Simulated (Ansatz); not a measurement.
HAl–CH, quartet: vertical spin and charge gaps

Geometry (PBE0/def2-TZVP stationary point for this spin, not checked as a minimum):

| atom | x (Å) | y (Å) | z (Å) |
| --- | --- | --- | --- |
| Al | 0.0000 | -0.0744 | 0.6134 |
| C | 0.0000 | 0.0101 | -1.3080 |
| H | 0.0000 | 1.3217 | 1.4205 |
| H | 0.0000 | 0.5490 | -2.2537 |

Basis 6-31G; Ansatz 0.2.0. Correlated methods freeze the noble-gas cores. Prefix R: restricted or restricted open-shell reference; prefix U: unrestricted. Active spaces: valence = (9e, 10o) chosen from the atoms' valence shells.

Gaps are energies of the second state less the first, at fixed atoms, for a selection of the levels run; each method lands on the state that its own search finds for that charge and spin.

Unrestricted rows (U, and Kohn–Sham where it breaks symmetry) aren't spin-pure: their determinants' ⟨S²⟩ exceeds S(S+1) by up to 0.98, so they mix in states of higher spin. HF rows: RHF is the determinant under the cluster runs, UHF is the lowest solution found. Coupled cluster chose its determinant by a search with trial CCSD, here up to 0.37 eV above the lowest Hartree–Fock solution of its kind, and MP2 stands on that determinant too. For open shells CISD and CISDTQ are restricted-active-space CI with the open shells as a complete middle space. A value is left out where its run failed or describes another state than the reference as far as symmetry and spin tell, or, spin-broken singlets apart, can't be checked. So is a cluster or MP2 value whose T1 reaches 0.2, or 0.1 on a determinant over 1 eV above the lowest, or whose CCSD ends far below full CI on such a determinant.

Doublet less quartet: -0.062 eV at full CI (quartet A'', doublet A'', in Cs).

By full CI's occupations no single determinant describes the doublet well.

```tsv
level	gap (eV)	error (meV)	⟨S²⟩ where 0.1 over S(S+1) (first / second)
UHF	0.050	112	– / 1.73
RMP2	0.724	786	– / –
UMP2	0.027	89	– / 1.73
RCCSD*	0.043	105	– / –
UCCSD	-0.022	40	– / 1.73
RCCSD(T)*	-0.031	31	– / –
UCCSD(T)	-0.032	30	– / 1.73
RCCSDT*	-0.043	19	– / –
UCCSDT	-0.050	12	– / 1.73
CISDTQ	0.009	71	– / –
RCCSDT(Q)*	-0.066	-4	– / –
UCCSDT(Q)	-0.055	7	– / 1.73
RCCSDTQ*	-0.060	2	– / –
UCCSDTQ	-0.060	2	– / 1.73
CASSCF (valence space)	-0.061	1	– / –
NEVPT2 (valence space)	-0.051	11	– / –
MRCISD (valence space)	-0.054	8	– / –
MRCISD+Q (valence space)	-0.054	8	– / –
PBE	-0.122	-60	– / 1.52
r2SCAN	-0.070	-8	– / 1.62
PBE0	-0.060	2	– / 1.62
B3LYP	-0.095	-33	– / 1.59
wB97M-V	-0.089	-27	– / 1.61
B2PLYP	-0.046	16	– / 1.67
RPA-PBE	-0.028	34	– / 1.52
```

An asterisk marks runs whose energy the program itself flagged as in doubt.

Wrong sign: UHF, RMP2, UMP2, RCCSD, CISDTQ.

Removing an electron, to the triplet: 7.325 eV at full CI (quartet A'', triplet ion A'', in Cs).

```json
{"level": "UMP2", "gap (eV)": "7.462", "error (meV)": "137"}
{"level": "UCCSD", "gap (eV)": "7.356", "error (meV)": "31"}
{"level": "RCCSD(T)", "gap (eV)": "7.335", "error (meV)": "10"}
{"level": "UCCSD(T)", "gap (eV)": "7.337", "error (meV)": "12"}
{"level": "RCCSDT", "gap (eV)": "7.326", "error (meV)": "1"}
{"level": "UCCSDT", "gap (eV)": "7.326", "error (meV)": "1"}
{"level": "RCCSDTQ", "gap (eV)": "7.325", "error (meV)": "0"}
{"level": "UCCSDTQ", "gap (eV)": "7.325", "error (meV)": "0"}
{"level": "B3LYP", "gap (eV)": "7.759", "error (meV)": "434"}
{"level": "RPA-PBE", "gap (eV)": "7.292", "error (meV)": "-33"}
```

Task: PBE gives 11.144 eV for removing an electron, to the quintet. Estimate what full CI gives in 6-31G.

Result: Full CI in 6-31G gives 10.626 eV, so against it PBE is off by 0.518 eV, of which a good part can be the reference's own basis and frozen-core error.

Large singles or doubles amplitudes warn of static correlation in the HAl–CH⁺ quintet.

```csv
level,gap (eV),error (meV)
RHF,10.545,-81
UHF,10.397,-229
RMP2,10.697,71
UMP2,10.662,36
CISD,10.621,-5
RCCSD,10.657,31
UCCSD,10.636,10
RCCSD(T),10.632,6
UCCSD(T),10.630,4
BCCD(T),10.633,7
RCCSDT,10.628,2
UCCSDT,10.627,1
RCCSDT(Q),10.626,0
UCCSDT(Q),10.625,-1
RCCSDTQ,10.626,0
UCCSDTQ,10.626,0
CASSCF (valence space),10.392,-234
NEVPT2 (valence space),10.558,-68
MRCISD (valence space),10.622,-4
MRCISD+Q (valence space),10.631,5
r2SCAN,11.146,520
PBE0,11.281,655
B3LYP,11.344,718
wB97M-V,11.360,734
B2PLYP,11.103,477
RPA-PBE,10.667,41
```

Sextet less quartet: 5.418 eV at full CI (quartet A'', sextet A', in Cs).

```csv
level,gap (eV),error (meV)
RHF,5.124,-294
UMP2,5.394,-24
RCCSD,5.430,12
RCCSD(T),5.423,5
UCCSDT(Q),5.418,0
MRCISD+Q (valence space),5.416,-2
PBE,5.599,181
r2SCAN,5.508,90
B97M-V,5.917,499
B2PLYP,5.792,374
```

In so small a basis the reference is far from its limit while semilocal and hybrid functionals are nearer theirs (RPA and double hybrids share part of the reference's basis error), so the functionals' errors here hold much of the reference's basis and frozen-core error, which can add to them or hide them. The set has no polarisation functions, which weighs most on the reference.

Full CI is exact within this basis and frozen core; it isn't the basis-set limit. The frozen core follows each run's orbitals, which can shift R against U totals by a few meV.
